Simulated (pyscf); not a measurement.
Thermochemistry of product channels of O=W(=O)=O (SMILES [O]=[W](=[O])=[O]) + H₂ (SMILES [H][H]) on the singlet surface, in eV, from ωB97M-D3(BJ)/def2-TZVP energies (ideal gas, 1 atm, RRHO with modes under 100 cm⁻¹ raised to 100, one conformer, R ln 2 for rigid chiral ones). PySCF, gas phase, ωB97X-D3(BJ)/def2-SVP geometries.

| products | ΔE | ΔH(298 K) | ΔG(600 K) | ΔG(900 K) |
|---|---|---|---|---|
| O=W(OH)–OH (SMILES [O]=[W]([OH])[OH]) [singlet] | -2.15 | -1.93 | -1.34 | -1.06 |
| O=WH(=O)–OH (SMILES [O]=[WH](=[O])[OH]) | -2.90 | -2.74 | -2.14 | -1.84 |
| H₂O (SMILES O) + O=W=O (SMILES [O]=[W]=[O]) [singlet] | +0.78 | +1.00 | +0.75 | +0.66 |

These are energies of the channels, which say nothing of barriers. The other spin state of O=W=O [singlet] is not in these data. A restricted singlet here is unstable towards spin polarisation, as is usual where a triplet lies low; its energy is less safe. Elements past Kr carry the def2 core potentials, without spin-orbit coupling.
